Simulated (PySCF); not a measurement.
**Basis-set dependence of population analyses: FHO**

FHO.
Structure used (PBE0-D3(BJ)/def2-SVP), in Å, numbered top down from 1:
```
atom  x, y, z in Å
O1    -0.1901    0.4899    0.0000
F2     1.0076   -0.2390    0.0000
H3    -0.8175   -0.2509    0.0000
```

PBE0 throughout (PySCF), one geometry, spherical d and f functions. Isolated species at its PBE0-D3(BJ)/def2-SVP geometry, gas phase.

Mulliken charges (e):

```tsv
basis	functions	O1	F2	H3
STO-3G	11	-0.171	-0.037	+0.208
6-31G	20	-0.247	-0.171	+0.418
pcSseg-0	20	-0.252	-0.148	+0.400
6-31G*	30	-0.273	-0.182	+0.455
def2-SVP	33	-0.044	-0.162	+0.206
cc-pVDZ	33	-0.049	-0.146	+0.195
pcSseg-1	39	-0.085	-0.177	+0.263
aug-cc-pVDZ	55	+0.031	-0.257	+0.226
6-311+G(2d,p)	60	-0.269	-0.029	+0.298
def2-TZVP	68	-0.225	-0.115	+0.340
cc-pVTZ	74	-0.113	-0.126	+0.239
IGLO-III	80	-0.199	-0.132	+0.331
pcSseg-3	177	-0.173	-0.152	+0.325
```

IAO charges (e):

| basis | functions | O1 | F2 | H3 |
| --- | --- | --- | --- | --- |
| STO-3G | 11 | -0.197 | -0.049 | +0.246 |
| 6-31G | 20 | -0.253 | -0.130 | +0.383 |
| pcSseg-0 | 20 | -0.241 | -0.128 | +0.369 |
| 6-31G* | 30 | -0.248 | -0.133 | +0.381 |
| def2-SVP | 33 | -0.243 | -0.138 | +0.381 |
| cc-pVDZ | 33 | -0.246 | -0.137 | +0.383 |
| pcSseg-1 | 39 | -0.245 | -0.142 | +0.388 |
| aug-cc-pVDZ | 55 | -0.252 | -0.148 | +0.399 |
| 6-311+G(2d,p) | 60 | -0.252 | -0.147 | +0.399 |
| def2-TZVP | 68 | -0.250 | -0.145 | +0.396 |
| cc-pVTZ | 74 | -0.251 | -0.144 | +0.395 |
| IGLO-III | 80 | -0.253 | -0.147 | +0.400 |
| pcSseg-3 | 177 | -0.253 | -0.147 | +0.400 |

Hirshfeld charges (e):

```
        basis  functions      O1      F2      H3
       STO-3G         11  -0.100  -0.028  +0.128
        6-31G         20  -0.118  -0.072  +0.190
     pcSseg-0         20  -0.122  -0.070  +0.191
       6-31G*         30  -0.119  -0.070  +0.188
     def2-SVP         33  -0.114  -0.072  +0.187
      cc-pVDZ         33  -0.113  -0.070  +0.182
     pcSseg-1         39  -0.112  -0.073  +0.185
  aug-cc-pVDZ         55  -0.107  -0.072  +0.179
6-311+G(2d,p)         60  -0.110  -0.074  +0.184
    def2-TZVP         68  -0.113  -0.073  +0.186
      cc-pVTZ         74  -0.113  -0.070  +0.183
     IGLO-III         80  -0.111  -0.071  +0.182
     pcSseg-3        177  -0.111  -0.070  +0.180
```

Which scheme is steadiest as the basis changes?

Largest range over the bases for any column: Hirshfeld 0.06 e, IAO 0.15 e, Mulliken 0.30 e. Hirshfeld charges move least and Mulliken charges most, counted in e. Without the minimal STO-3G basis the ranges are Hirshfeld 0.01, IAO 0.03, Mulliken 0.30 e.

How much do the charges still move between the two largest bases, IGLO-III and pcSseg-3?

At most, over all atoms: Mulliken 0.026 e, IAO 0.000 e, Hirshfeld 0.002 e.

What do the same runs give for the total energy, the frontier levels and the dipole moment?

```csv
basis,energy (Eh),HOMO (eV),LUMO (eV),μ (D)
STO-3G,-172.9196,-4.04,5.27,1.41
6-31G,-175.3087,-8.84,-0.71,2.31
pcSseg-0,-174.9415,-8.76,-0.48,2.29
6-31G*,-175.3460,-8.59,-0.18,1.99
def2-SVP,-175.2174,-8.81,-0.35,2.02
cc-pVDZ,-175.3661,-8.66,-0.33,1.98
pcSseg-1,-175.3457,-9.05,-0.76,2.04
aug-cc-pVDZ,-175.3896,-9.24,-1.21,1.91
"6-311+G(2d,p)",-175.4220,-9.25,-1.15,2.01
def2-TZVP,-175.4394,-9.14,-0.86,2.00
cc-pVTZ,-175.4298,-9.01,-0.66,1.93
IGLO-III,-175.4438,-9.18,-1.03,1.92
pcSseg-3,-175.4518,-9.23,-1.06,1.90
```

The dipole is fixed by the density alone, so its range of 0.90 D shows that the density itself changes with the basis, not only its division among atoms.
